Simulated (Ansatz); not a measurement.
All numbers were calculated with Ansatz.

A structure relaxed at PBE0-D4/def2-TZVP, charge 0, multiplicity 1:

```xyz
14

C    -1.6199    0.9545   -0.2986
O    -0.4232    0.9782   -1.0372
C     0.7362    0.7030   -0.2982
C     1.0577   -0.7722   -0.1458
N     0.1479   -1.4477    0.7669
H    -1.5653    1.6413    0.5589
H    -1.8530   -0.0480    0.0696
H    -2.4117    1.2970   -0.9666
H     0.6797    1.1791    0.6950
H     1.5615    1.1777   -0.8385
H     0.9642   -1.2377   -1.1312
H     2.1186   -0.8500    0.1469
H     0.2977   -1.1286    1.7167
H     0.3096   -2.4464    0.7623
```

Give its formula and SMILES.

C3H9NO, `COCCN`.

Point group (tolerance 0.08 Å, 0.16 Å for H)?

C1.

Summarise the bond lengths by kind.

2 × C–O 1.402 to 1.407 Å; 7 × C–H 1.091 to 1.103 Å; 1 × C–C 1.518 Å; 1 × C–N 1.455 Å; 2 × H–N 1.012 to 1.013 Å.
